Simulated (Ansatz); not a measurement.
**C₂H₄F+ (SMILES [CH2+]CF): functionals against CCSD(T) at one geometry**

A test off equilibrium: a structure displaced at random from a GFN2-xTB minimum is computed at several levels, and each is set against CCSD(T).

The runs use Ansatz 0.2.0, Gaussian basis; single points in def2-TZVPP.

Correlated methods freeze the cores.

## (1) Starting geometry

SMILES `[CH2+]CF`, 7 atoms, charge 1, spin multiplicity 1.

Atoms are counted from 1 here; the program's logs count them from 0.

Bond lengths: C1–C2 1.387 Å, C1–H4 1.169 Å, C1–H5 1.065 Å, C2–F3 1.330 Å, C2–H6 1.183 Å, C2–H7 1.067 Å. Angles: C2–C1–H4 117.2°, C2–C1–H5 125.0°, H4–C1–H5 117.0°, C1–C2–F3 116.6°, C1–C2–H6 111.8°, C1–C2–H7 117.3°, F3–C2–H6 107.8°, F3–C2–H7 107.2°, H6–C2–H7 93.5°.

Coordinates:

```xyz
7
C2H4F
C    -0.7435    0.1112   -0.4007
C     0.4376   -0.0475    0.3092
F     1.1074    1.0622    0.6055
H    -1.3217   -0.8598   -0.7008
H    -1.0828    1.0265   -0.8253
H     0.2680   -0.6469    1.3154
H     1.1446   -0.7516   -0.0687
```

## (2) CCSD(T)/def2-TZVPP

run/in.yaml

```yaml
crystal:
  periodic: [false, false, false]
  atoms:
    - {symbol: C, position_ang: [-0.743500, 0.111200, -0.400700]}
    - {symbol: C, position_ang: [0.437600, -0.047500, 0.309200]}
    - {symbol: F, position_ang: [1.107400, 1.062200, 0.605500]}
    - {symbol: H, position_ang: [-1.321700, -0.859800, -0.700800]}
    - {symbol: H, position_ang: [-1.082800, 1.026500, -0.825300]}
    - {symbol: H, position_ang: [0.268000, -0.646900, 1.315400]}
    - {symbol: H, position_ang: [1.144600, -0.751600, -0.068700]}
basis:
  gaussian: {orbitals: def2-TZVPP}
total_charge: 1
correlation: {method: ccsd_t}
output: {forces: true}
```

The command line of these runs was not kept.

## (3) PBE0-D4/def2-TZVPP

Changes to run/in.yaml since step 2:

```diff
@@ -13,3 +13,3 @@
 total_charge: 1
-correlation: {method: ccsd_t}
-output: {forces: true}
+hamiltonian: {xc: pbe0, dispersion: d4}
+output: {forces: true, orbitals: {seedname: orbitals}}
```

## (4) wB97M-V/def2-TZVPP

Changes to run/in.yaml since step 3:

```diff
@@ -13,3 +13,3 @@
 total_charge: 1
-hamiltonian: {xc: pbe0, dispersion: d4}
-output: {forces: true, orbitals: {seedname: orbitals}}
+hamiltonian: {xc: {name: wB97M-V}}
+output: {forces: true}
```

## (5) r2SCAN-D4/def2-TZVPP

Changes to run/in.yaml since step 4:

```diff
@@ -13,3 +13,3 @@
 total_charge: 1
-hamiltonian: {xc: {name: wB97M-V}}
+hamiltonian: {xc: r2scan, dispersion: d4}
 output: {forces: true}
```

## (6) PBE-D4/def2-TZVPP

Changes to run/in.yaml since step 5:

```diff
@@ -13,3 +13,3 @@
 total_charge: 1
-hamiltonian: {xc: r2scan, dispersion: d4}
+hamiltonian: {xc: pbe, dispersion: d4}
 output: {forces: true}
```

## (7) BLYP-D4/def2-TZVPP

Changes to run/in.yaml since step 6:

```diff
@@ -13,3 +13,3 @@
 total_charge: 1
-hamiltonian: {xc: pbe, dispersion: d4}
+hamiltonian: {xc: {name: BLYP}, dispersion: d4}
 output: {forces: true}
```

## (8) SPW92/def2-TZVPP

Changes to run/in.yaml since step 7:

```diff
@@ -13,3 +13,3 @@
 total_charge: 1
-hamiltonian: {xc: {name: BLYP}, dispersion: d4}
+hamiltonian: {xc: lda}
 output: {forces: true}
```

(Steps that only read results are left out.)

What does the calculation give? Wanted: energy less free atoms, CCSD(T)/def2-TZVPP; RMS force component; RMS force error; HOMO and LUMO, PBE0-D4; T1 diagnostic.

As calculated:

```
                                  quantity                                                                                         value
energy less free atoms, CCSD(T)/def2-TZVPP                                                                                -1603.3 kJ/mol
                       RMS force component                                                          1.264 to 1.313 eV/Å over the methods
                           RMS force error  PBE0-D4 0.204, wB97M-V 0.125, r2SCAN-D4 0.216, PBE-D4 0.326, BLYP-D4 0.301, SPW92 0.609 eV/Å
                    HOMO and LUMO, PBE0-D4                                                                          -16.75 and -11.11 eV
                             T1 diagnostic                                                                                         0.022
```

**Reading.** Against CCSD(T) the functionals' energies less atoms differ by -482.4 to -83.2 kJ/mol, PBE-D4 by -153.2 kJ/mol. The reference is not at the basis limit: in triple zeta CCSD(T) underbinds, which counts against methods that bind more; the gaps are no ranking. For forces wB97M-V does best and SPW92 worst. Frozen-core CCSD(T) forces in triple zeta carry basis errors of their own, and this is one geometry, so small gaps rank nothing.
